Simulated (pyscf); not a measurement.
H₃Ge–SnH₃ + hydrogen chloride (HCl) → Cl–GeH₂–SnH₃ + hydrogen (H₂) (four-centre exchange; singlet surface; Ge–H, Cl–H broken, Cl–Ge, H–H formed). Optimised with ωB97X-D3(BJ)/def2-SVP in PySCF. Energies in kcal/mol from the separated reactants.

| level | barrier | reaction energy |
|---|---|---|
| ωB97X-D3(BJ)/def2-TZVP | ? | ? |
| PBE/def2-TZVP | 32.0 | -11.6 |
| r²SCAN/def2-TZVP | 33.5 | -12.8 |
| B3LYP-D3(BJ)/def2-TZVP | ? | -13.1 |
| PBE0-D3(BJ)/def2-TZVP | 33.4 | -12.1 |
| M06-2X/def2-TZVP | 31.6 | -16.1 |

Problem. Fill in the missing entries.

Solution. 
- ωB97X-D3(BJ)/def2-TZVP, barrier: 34.3
- ωB97X-D3(BJ)/def2-TZVP, reaction energy: -14.6
- B3LYP-D3(BJ)/def2-TZVP, barrier: 33.7

The functionals in the table span 2.7 kcal/mol in this barrier, from M06-2X to ωB97X-D3(BJ)/def2-TZVP. At the saddle there is also a short Ge–H contact that neither side keeps. The same reactants have a lower exit, to Cl–SnH₂–GeH₃ + H₂ (barrier +30.2 kcal/mol at ωB97M-D3(BJ)/def2-TZVP, against +36.7 kcal/mol here). Cl–GeH₂–SnH₃ lies 5.2 kcal/mol over its isomer Cl–SnH₂–GeH₃ (electronic energy, ωB97M-D3(BJ)/def2-TZVP). This is the saddle that the search found; another between the same sides may lie lower. Elements up to Kr have no core potential and no relativistic terms here. Elements past Kr carry the def2 core potentials, without spin-orbit coupling.
